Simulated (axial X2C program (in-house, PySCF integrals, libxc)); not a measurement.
## Nuclear properties of NPN²⁺

Calculated with an in-house all-electron X2C program for linear molecules (integrals from PySCF): two-component X2C with atomic mean-field Coulomb and Gaunt terms, Gaussian nuclei, basis N dyall-av3z, P dyall-v3z with contracted cores.

N–P–N held linear, with bonds 1.699 and 1.699 Å (near the PBE0 minimum at charge 2 of the determinant lowest at the starting distance; the state shown can have its own minimum elsewhere, held linear; other orders of the atoms were not compared).

Input and command:
```json
{"zs": [7, 15, 7], "q": 2, "bas": ["dyall-av3z", "dyall-v3z", "dyall-av3z"], "r0": [1.62, 1.62], "symm": 1, "scan": ["PBE0", "HF", "BHandHLYP"], "levels": ["PBE0", "HF", "B3LYP"], "nst": 2}
```
```bash
python solin.py task.json out
```

Keys: zs atomic numbers; q charge; bas basis sets; r0 starting distance in Å; symm equal bonds; scan levels of the two-bond scan; levels methods; nst determinants followed.

Determinant lowest in the PBE0 search, Ω = 5/2 (⟨Sz⟩ = 1.50, ⟨Lz⟩ = 1.00 at PBE0), spin on the atoms N 0.78, P -0.06, N 0.78:

```tsv
level	A∥/gI N (MHz)	qzz N (a.u.)	A∥/gI P (MHz)	qzz P (a.u.)
PBE0	-23.8	0.13	70.1	-1.82
HF	-26	0.41	-21.9	-2.44
B3LYP	-17.1	0.12	71.6	-1.79
```

Determinant 0.03 eV from it at PBE0 and this distance, Ω = 1/2 (⟨Sz⟩ = 1.50, ⟨Lz⟩ = -1.00 at PBE0), spin on the atoms N 0.78, P -0.06, N 0.78:

```csv
level,A∥/gI N (MHz),qzz N (a.u.),A∥/gI P (MHz),qzz P (a.u.)
PBE0,-273,0.13,-915,-1.83
HF,-176,0.41,-1760,-2.45
B3LYP,-263,0.12,-863,-1.81
```

A∥ (defined per Ω) follows by multiplying with gI = μI/(I μN); qzz is the electric field gradient, eQq0 = 234.96 MHz × Q/barn × qzz. The operators were transformed with the bare-nucleus X2C matrices; with these basis sets, hyperfine constants and field gradients can be off by tens of per cent, and where levels differ in sign neither size nor sign is settled.

Task: With gI(14N) = 0.4038 (g factors from the IAEA table of nuclear moments by Stone), turn the PBE0 values of the first state into constants in MHz.

Result: A∥(14N) = -23.8 × 0.4038 = -9.61 MHz.

The molecule was held linear; bending was not examined, so a bent shape may lie lower.

Each state is one determinant with collinear spin, which with several unpaired electrons need not be a pure state. Unrestricted Hartree–Fock can overshoot spin polarisation at the nuclei. With several open shells hyperfine constants can be off by a factor of several. The search compared states at one distance, so a state with another bond length can lie lower. Where a field gradient or hyperfine factor spreads by more than a factor of two over the levels, a constant derived from it is not to be relied on. PBE0 term energies can be off by some tenths of an eV.
